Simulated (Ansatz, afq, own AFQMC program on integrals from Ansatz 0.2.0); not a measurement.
## AFQMC, coupled cluster and functionals along a coordinate of H2O + F, doublet

```xyz
4

O    -1.0931   -0.0252    0.0000
H    -1.3424    0.9013    0.0000
H    -0.1336   -0.0252    0.0000
F     0.9989   -0.0252    0.0000
```

A hydrogen atom is moved from one rigid fragment to the other; the O1–H3 distance tells how far. The two fragments are held close together, so this isn't a minimum-energy path and the start is a compressed complex. Energies in kJ/mol count from this geometry (0.960 Å) at the same level; the start stands on UHF, each point on the determinant named.

Basis cc-pVTZ. Only valence electrons are correlated. AFQMC by an in-house program on the Cholesky factors that Ansatz 0.2.0 writes for its CCSD(T) run. ph-AFQMC/CISD is guided by a CISD state made of CCSD amplitudes; releasing the constraint for a short imaginary time cuts its bias at the price of noise, slowly where states lie close. ± is one standard error of the sampling.

Cautions, each for one point or more: higher spins were not checked; the search met a lower determinant of the same kind, perhaps of another symmetry; the search met a lower determinant of the same kind, perhaps of another symmetry, and this one is a saddle point.

```
r(O1–H3) / Å  det.     T1  weight  ⟨S²⟩  CCSD(T)  ph-AFQMC/CISD  B3LYP  B2PLYP
       1.026   UHF  0.015    0.89  0.79    -17.7    -16.8 ± 0.6  -16.2   -17.8
       1.059  UHF¶  0.019    0.89  0.78    -26.1    -25.9 ± 0.6  -21.3   -24.2
       1.092  UHF¶  0.021    0.89  0.77    -33.9    -34.3 ± 0.7  -24.9   -29.2
       1.126  UHF†  0.018    0.90  0.76    -41.1    -44.4 ± 0.6  -26.6   -22.8
       1.192  UHF†  0.013    0.91  0.76    -49.5    -51.4 ± 0.6  -20.4   -28.6
```

Weight is that of the determinant in the CISD state; at the start T1 is 0.031 and the weight 0.87, and ⟨S²⟩ is 0.78. ¶ marks points with a poor determinant and no full CI, where no value is sure; they don't count among the departures. A dagger marks points whose determinant fills other symmetries than the start's, so the wave-function levels may follow another state there, or a degenerate partner. Largest departures from phaseless AFQMC with a CISD trial: CCSD(T) 3.4 kJ/mol at 1.126 (on UHF). The walk's constraint bias lies outside its error bars, so these are departures and not errors. The functionals aren't scored here.

Some points may be missing: those where a free walk finds a much lower state, and past Zn most of those on another determinant than at the start.

A walk keeps the symmetry of its determinant, which the program's search chose and which needn't be the lowest solution, so a lower state of the same spin and another symmetry isn't excluded.
